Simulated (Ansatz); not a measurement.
C5H10S, SMILES `C1CCSCC1`. The species carries charge 0 and has multiplicity 1.

Cartesian coordinates in Å:
```
C 0.552 1.051 0.138
C 0.079 0.283 1.365
C -1.131 -0.589 1.076
S -0.803 -1.839 -0.183
C -0.207 -0.737 -1.482
C 0.941 0.144 -1.022
H 1.402 1.683 0.409
H -0.246 1.730 -0.189
H 0.890 -0.348 1.742
H -0.175 0.990 2.163
H -1.442 -1.141 1.965
H -1.981 0.025 0.758
H -1.041 -0.126 -1.843
H 0.100 -1.389 -2.303
H 1.280 0.756 -1.866
H 1.782 -0.492 -0.728
```

List the harmonic frequencies (cm⁻¹, unscaled) at PBE0-D4/def2-TZVP in Ansatz. (An estimate is asked.)

Ansatz gave: 182, 237, 346, 360, 402, 498, 680, 710, 798, 833, 841, 913, 955, 985, 1041, 1083, 1095, 1112, 1166, 1243, 1268, 1290, 1298, 1337, 1371, 1384, 1389, 1455, 1458, 1466, 1473, 1487, 3025, 3036, 3037, 3040, 3042, 3080, 3082, 3090, 3113, 3114.

Is this a minimum?

Yes, all 42 modes are real.

Give the ideal-gas thermochemistry at 298.15 K and 1 bar (rigid rotor, harmonic oscillator; point group Cs, symmetry number 1).

Zero-point energy 375.7 kJ/mol; H(298) − E = 393.9 kJ/mol; entropy 322.2 J/(mol·K), of which translation 166.6, rotation 113.0, vibration 42.6; G(298) − E = 297.9 kJ/mol.
